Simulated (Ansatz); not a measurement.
## FeCl$_{4}$ (Cmmm)

Level of theory: DFT r2SCAN, scalar-relativistic, plane waves, PAW in Ansatz.

Cutoff 500 eV; k points 6×6×10 on the computed 5-atom cell (Γ-centred); Gaussian smearing, width 0.10 eV; collinear spin from starting moments 3.57 0 0.13 0.13 0 μB.

The structure is relaxed at this level of theory with its symmetry kept. Whether it is the stable form of this composition wasn't checked.

```
CELL_PARAMETERS angstrom
3.70656 -4.79670 0.00000
3.70656 4.79670 0.00000
0.00000 0.00000 3.49505
ATOMIC_POSITIONS crystal
Fe 0.50000 0.50000 0.50000
Cl 0.72357 0.27643 0.50000
Cl 0.27562 0.27562 0.00000
Cl 0.72438 0.72438 0.00000
Cl 0.27643 0.72357 0.50000
```

- Space group: Cmmm (No. 65)
- Volume per atom: 24.86 Å³
- Formation energy from the elements' standard states (uncorrected): -0.753 eV/atom
- Generalised Kohn–Sham band gap: none (metal)
- Density of states at the Fermi level: 0.05 states/eV per cell (so small that it hangs on the mesh: a semimetal, or crossings between mesh points)
- Löwdin character within 0.5 eV of the Fermi level: Cl 3p 89 %, Fe 3d 10 %
- Bader charges (e): Fe (1 in the cell) 1.57, Cl (2 in the cell) -0.33, Cl (2 in the cell) -0.46
- Total moment: 4.01 μB per cell
- Site moments (μB; atoms counted from 1 over the whole cell): Fe (atom 1) 3.25, Cl (atom 2) 0.10, Cl (atom 3) 0.12, Cl (atom 4) 0.12, Cl (atom 5) 0.10

The state reached may not be the lowest one. The cell holds one magnetic atom, so it can only be ferromagnetic; an antiferromagnetic order may lie lower. The cell holds chains, and where no dispersion correction was added their binding is poorly described.

Only this magnetic start was tried.